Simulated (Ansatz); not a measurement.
**C₆H₇N: a ladder of functionals and wavefunction methods**

One table from this session's results is given with a row withheld; the runs are named, their logs left out.

Computed with Ansatz 0.2.0, Gaussian basis. Level: functionals in def2-TZVPP, the program's frozen cores in correlated methods.

The runs, in order: LDA (SPW92), PBE-D4, revPBE-D4, BLYP-D4, r2SCAN-D4, B97M-V, PBE0-D4, B3LYP-D4, r2SCANh-D4, r2SCAN0-D4, HSE06-D4, BHLYP-D4, CAM-B3LYP-D4, LC-ωPBE, ωB97X-V, ωB97M-V, B2PLYP, PBE-QIDH; CCSD(T)/def2-SVP; CCSD(T)/def2-TZVPP; MP2/def2-QZVPP; extrapolation to the limit; RPA on PBE.

### The geometry

An earlier PBE0-D4 in a triple-zeta def2 set relaxation fixed the geometry.

SMILES `C=C1CC(C#N)C1`, 14 atoms, charge 0, spin multiplicity 1.

Atoms are counted from 1 here; the program's logs count them from 0.

Bond lengths: C1–C2 1.320 Å, C1–H8 1.084 Å, C1–H9 1.084 Å, C2–C3 1.510 Å, C2–C7 1.510 Å, C3–C4 1.555 Å, C3–H10 1.093 Å, C3–H11 1.090 Å, C4–C5 1.446 Å, C4–C7 1.555 Å, C4–H12 1.091 Å, C5–N6 1.150 Å, C7–H13 1.093 Å, C7–H14 1.090 Å. Angles: C2–C1–H8 121.3°, C2–C1–H9 121.3°, H8–C1–H9 117.4°, C1–C2–C3 133.8°, C1–C2–C7 133.8°, C3–C2–C7 92.1°, C2–C3–C4 87.7°, C2–C3–H10 112.5°, C2–C3–H11 118.2°, C4–C3–H10 111.3°, C4–C3–H11 116.7°, H10–C3–H11 109.1°, C3–C4–C5 117.7°, C3–C4–C7 88.7°, C3–C4–H12 111.1°, C5–C4–C7 117.7°, C5–C4–H12 109.2°, C7–C4–H12 111.1° and more.

Geometry (Å):

```csv
atom,x (Å),y (Å),z (Å)
C1,-0.79233,-1.44233,1.57202
C2,-0.27478,-0.63086,0.66890
C3,0.26399,0.77885,0.71721
C4,0.02372,0.85645,-0.81746
C5,1.06921,1.43154,-1.63372
N6,1.91716,1.87400,-2.27307
C7,-0.13871,-0.69026,-0.83371
H8,-1.18567,-2.41448,1.29673
H9,-0.84145,-1.16274,2.61858
H10,1.33034,0.81032,0.95488
H11,-0.26061,1.50943,1.33325
H12,-0.92156,1.35337,-1.04273
H13,0.78375,-1.18361,-1.15033
H14,-0.97308,-1.08968,-1.41055
```

The first run:

File in.yaml:

```yaml
crystal:
  periodic: [false, false, false]
  atoms:
    - {symbol: C, position_ang: [-0.792326, -1.442325, 1.572017]}
    - {symbol: C, position_ang: [-0.274783, -0.630855, 0.668904]}
    - {symbol: C, position_ang: [0.263989, 0.778848, 0.717208]}
    - {symbol: C, position_ang: [0.023721, 0.856453, -0.817459]}
    - {symbol: C, position_ang: [1.069207, 1.431537, -1.633719]}
    - {symbol: N, position_ang: [1.917157, 1.874001, -2.273073]}
    - {symbol: C, position_ang: [-0.138709, -0.690264, -0.833715]}
    - {symbol: H, position_ang: [-1.185666, -2.414481, 1.296735]}
    - {symbol: H, position_ang: [-0.841450, -1.162737, 2.618578]}
    - {symbol: H, position_ang: [1.330338, 0.810322, 0.954876]}
    - {symbol: H, position_ang: [-0.260608, 1.509426, 1.333248]}
    - {symbol: H, position_ang: [-0.921560, 1.353374, -1.042727]}
    - {symbol: H, position_ang: [0.783749, -1.183608, -1.150327]}
    - {symbol: H, position_ang: [-0.973078, -1.089680, -1.410548]}
basis:
  gaussian: {orbitals: def2-TZVPP}
hamiltonian: {xc: lda}
output: {orbitals: {seedname: orbitals}}
```

On the command line:

```bash
$ ansatz run in.yaml --threads 2 --pin off --events-out ev --progress --plain --max-ram 31744MiB --backend cuda --devices 0, --max-vram 18GiB
```

Among the steps run: LDA; PBE-D4 (GGA); revPBE-D4 (GGA); BLYP-D4 (GGA); r2SCAN-D4 (meta-GGA); B97M-V (meta-GGA); PBE0-D4 (hybrid); B3LYP-D4 (hybrid); r2SCANh-D4 (hybrid); r2SCAN0-D4 (hybrid); HSE06-D4 (hybrid); BHLYP-D4 (hybrid); CAM-B3LYP-D4 (range-separated); LC-ωPBE (range-separated); ωB97X-V (range-separated); ωB97M-V (range-separated); B2PLYP (double hybrid); PBE-QIDH (double hybrid).

One of the session's tables, all rows but one given; the rest of the session is left out.

It belongs to the step «Orbital energies across the functionals». 

| functional | HOMO (eV) | gap (eV) |
| --- | --- | --- |
| LDA (SPW92) | -6.70 | 5.19 |
| PBE-D4 | -6.55 | 5.24 |
| revPBE-D4 | -6.49 | 5.26 |
| BLYP-D4 | -6.39 | 5.22 |
| r2SCAN-D4 | -6.75 | 5.69 |
| B97M-V | ? | ? |
| PBE0-D4 | -7.68 | 7.36 |
| B3LYP-D4 | -7.46 | 6.92 |
| r2SCANh-D4 | -7.17 | 6.47 |
| r2SCAN0-D4 | -7.82 | 7.65 |
| HSE06-D4 | -7.28 | 6.58 |
| BHLYP-D4 | -8.67 | 9.42 |
| CAM-B3LYP-D4 | -9.01 | 9.82 |
| LC-ωPBE | -10.40 | 12.38 |
| ωB97X-V | -10.02 | 11.90 |
| ωB97M-V | -9.92 | 11.63 |

Estimate the missing values for B97M-V.

**Answer.** HOMO (eV): -6.75; gap (eV): 5.71.
